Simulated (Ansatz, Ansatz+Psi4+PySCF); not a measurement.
```xyz
6

C    -0.0351   -0.0026   -0.7365
C    -0.0328   -0.0217    0.7973
O    -0.0158    1.0540   -1.3110
O     0.0160   -1.0932    1.3198
H    -0.0497   -0.9753   -1.2493
H    -0.0296    0.9972    1.2889
```

Basis set: cc-pVTZ (spherical functions). Frozen core: 4 orbitals. Charge 0, multiplicity 1.

Computed with Ansatz (development build ahead of 0.2.0); each method stands on the lowest determinant of its kind that the runs found. Restricted open shells among the atoms or ions are ROHF, correlated in semicanonical orbitals with singles.

Question: Give the atomization energy at this shape (free ground-state atoms in the same class of orbitals less the molecule, no zero-point energy) of singlet C₂H₂O₂ by RHF-MP2, RHF.

Answer:

```csv
method,atomization energy
RHF-MP2,635.85 kcal/mol
RHF,433.08 kcal/mol
```
